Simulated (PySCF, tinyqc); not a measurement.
Inside a calculation. Method: LCCD on RHF in the sto-6g basis, frozen core, for BH, spin multiplicity 1. The lowest restricted solution is unstable here: a spin-polarised one lies 0.0072 hartree lower (PySCF). One step of it, computed by the program tinyqc.

Task: LCCD: starting amplitudes. t_ij^ab = <ij||ab> / (e_i + e_j - e_a - e_b), whose energy is MP2.

orbital energies (hartree): MO1 -7.478161, MO2 -0.466642, MO3 -0.234996, MO4 0.244535, MO5 0.244535, MO6 0.363484

Two-electron integrals over orbitals (pq|rs), unique and non-zero (hartree); the lowest 1 orbital is frozen and left out:
```
(22|22) 0.471712    (32|22) -0.003375   (32|32) 0.118539    (33|22) 0.430818
(33|32) -0.000849   (33|33) 0.470263    (42|42) 0.088605    (43|42) -0.039303
(43|43) 0.033403    (44|22) 0.482104    (44|32) -0.078029   (44|33) 0.420852
(44|44) 0.587109    (52|52) 0.088605    (53|52) -0.039303   (53|53) 0.033403
(54|54) 0.031641    (55|22) 0.482104    (55|32) -0.078029   (55|33) 0.420852
(55|44) 0.523827    (55|55) 0.587109    (62|22) 0.056088    (62|32) -0.013582
(62|33) -0.024634   (62|44) 0.078384    (62|55) 0.078384    (62|62) 0.090605
(63|22) 0.034391    (63|32) -0.112088   (63|33) 0.002260    (63|44) 0.099891
(63|55) 0.099891    (63|62) 0.057049    (63|63) 0.147310    (64|42) 0.027120
(64|43) 0.003888    (64|64) 0.025959    (65|52) 0.027120    (65|53) 0.003888
(65|65) 0.025959    (66|22) 0.471256    (66|32) 0.051298    (66|33) 0.465121
(66|44) 0.439284    (66|55) 0.439284    (66|62) 0.023776    (66|63) -0.024981
(66|66) 0.529920
```

Give: Starting amplitudes; correlation energy.

Result:

Starting amplitudes (spin orbitals 1a, 1b, ...; amplitudes related by a flip of all spins are not repeated):
```
from      to       t
3a 3b  6a 6b  -0.123
2a 2b  5a 5b  -0.062
2a 2b  4a 4b  -0.062
2a 2b  6a 6b  -0.055
2a 3b  6a 6b  -0.040
3a 3b  5a 5b  -0.035
3a 3b  4a 4b  -0.035
2a 3b  5a 5b   0.033
2a 3b  4a 4b   0.033
```

correlation energy = -0.04619 hartree
